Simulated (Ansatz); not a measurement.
Geometry optimisation, RKS PBE0/def2-SVP (Ansatz 0.2.0).

The input (input.yaml):

```yaml
crystal:
  periodic: [false, false, false]
  atoms:
    - { symbol: B, position_ang: [0.026808, 0.245144, 0.022437] }
    - { symbol: H, position_ang: [-0.13949, 0.53272, 1.173805] }
    - { symbol: H, position_ang: [1.145381, 0.202146, -0.429853] }
    - { symbol: H, position_ang: [-0.929932, 0.061696, -0.690443] }
    - { symbol: "N", position_ang: [0.008039, -2.241752, 1.166728] }
    - { symbol: H, position_ang: [-0.536667, -2.441261, 0.327596] }
    - { symbol: H, position_ang: [0.994748, -2.223326, 0.907686] }
    - { symbol: H, position_ang: [-0.253087, -1.298969, 1.519444] }
basis:
  gaussian: { orbitals: def2-SVP }
hamiltonian:
  xc: pbe0
relax:
  f_tol: 0.03
  max_steps: 50
```

Run as:

```bash
$ ansatz run input.yaml --threads 1 --pin off --max-ram 2048MiB --backend cpu --events-out ev --progress --plain --runs-dir out
```

Task: Where does it end, and by what steps?

Result: The run converged. The force dipped under the threshold on the way, but the program's further checks kept it going. After 10 steps the energy has fallen by 1.491 eV; N5 moved furthest, 0.70 Å. Joined: B1–N5 (2.74 → 1.64 Å).

| step | energy less start (eV) | largest force component (eV/Å) | accepted |
| --- | --- | --- | --- |
| 0 | 0.0000 | 0.921 | yes |
| 1 | -0.0538 | 1.650 | yes |
| 2 | -0.1564 | 1.566 | yes |
| 3 | -0.3045 | 0.956 | yes |
| 4 | -0.5660 | 2.515 | yes |
| 5 | -0.9906 | 1.795 | yes |
| 6 | -1.4031 | 0.660 | yes |
| 7 | -1.4731 | 0.185 | yes |
| 8 | -1.4902 | 0.017 | yes |
| 9 | -1.4908 | 0.072 | yes |
| 10 | -1.4911 | 0.028 | yes |

```xyz
8
Properties=species:S:1:pos:R:3
B 0.041 -0.134 0.163
H 0.253 0.633 1.094
H 0.941 -0.142 -0.666
H -1.069 0.008 -0.333
N 0.038 -1.630 0.824
H -0.128 -2.344 0.114
H 0.931 -1.837 1.270
H -0.692 -1.719 1.532
```

Whether the end is a true minimum wasn't checked by a vibrational analysis.

Run time: 16 s on 1 thread of Arm Neoverse V1, on a shared host, peak memory 0.094 GiB.
